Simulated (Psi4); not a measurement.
# C2H3B (BH2(CCH)): TD-B3LYP/cc-pVDZ (save jk yes, sweep point 6)

Aim: the excited states of C2H3B (BH2(CCH)). 

The calculation is run with Psi4 1.11.

2 further runs of the same task are left out: 2 set aside as unsound or not needed.

## Step 1: The structure to begin with

C2H3B has 6 atoms, charge 0, and is taken as a singlet. As SMILES, `[H]B([H])C#C`. The shape is that of a GFN2-xTB optimisation.

Bond lengths: B1–C4 1.497 Å, C4–C5 1.207 Å, B1–H2 1.170 Å, B1–H3 1.170 Å, C5–H6 1.052 Å. Angles: B1–C4–C5 179.9°, H2–B1–C4 119.5°, H3–B1–C4 119.5°, C4–C5–H6 179.8°, H2–B1–H3 121.0°.

## Step 2: The vertical excitations at TD-B3LYP/cc-pVDZ (save jk yes, sweep point 6)

Contents of calc.inp:

```
memory 1600 mb

molecule {
  0 1
  B      0.568000     0.981560     0.005360
  H      1.733690     0.971960     0.100340
  H     -0.021130     1.988210    -0.085920
  C     -0.181700    -0.313780    -0.000530
  C     -0.784880    -1.359230    -0.006870
  H     -1.313990    -2.268710    -0.012390
  units angstrom
  symmetry c1
}

set globals {
  basis cc-pVDZ
  puream true
  scf_type pk
  dft_radial_points 99
  dft_spherical_points 590
  save_jk true
}

from psi4.driver.procrouting.response.scf_response import tdscf_excitations
E, wfn = energy('b3lyp', return_wfn=True)
states = tdscf_excitations(wfn, states=12, tda=False)
print_variables()
```

The run is started by

```
$ psi4 -i calc.inp -o calc.out -n 1
```

**Question.** What will come out? Wanted: ground-state or mean-field energy; dipole moment; HOMO energy; LUMO energy; HOMO–LUMO gap; lowest excitation energy.

Computed results:

At TD-B3LYP/cc-pVDZ (save jk yes, sweep point 6):

```
                                quantity          value
       ground-state or mean-field energy  -102.78549 Eh
 dipole moment (B3LYP Kohn–Sham density)         0.99 D
  HOMO energy (B3LYP Kohn–Sham orbitals)       -7.71 eV
  LUMO energy (B3LYP Kohn–Sham orbitals)       -2.43 eV
HOMO–LUMO gap (B3LYP Kohn–Sham orbitals)        5.28 eV
                lowest excitation energy        3.80 eV
```

What this shows: The brightest of the 12 transitions from the ground state lies at 8.42 eV (147 nm, f = 0.499); the lowest, at 3.80 eV, has f = 0.000. Roots above 7.7 eV lie over the negative of the HOMO energy, where those of Rydberg kind are poorly described; valence roots are less touched.
